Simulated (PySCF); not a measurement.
## Ionisation energy of O by level of theory

O [He] 2s2 2p4 (3P) → O⁺ [He] 2s2 2p3 (4S), as a difference of total energies. Computed with PySCF 2.14 in aug-cc-pCVTZ-DK, with scalar relativity by spin-free X2C-1e. Correlated levels: valence: 1s2 frozen. The calculations carry no spin-orbit coupling.

```
           method  ionisation energy (eV)
              UHF                  12.022
    MP2 (valence)                  13.335
SCS-MP2 (valence)                  13.441
   CCSD (valence)                  13.368
CCSD(T) (valence)                  13.418
```

**Question.** How much does correlation contribute at CCSD(T) (valence)?

**Answer.** 13.418 − (12.022) = 1.396 eV, measured against UHF.

Errors of the correlated levels include the incompleteness of this basis and the frozen core.

For comparison: 13.608 eV (measured; NIST levels, between the centres of gravity of the two terms).
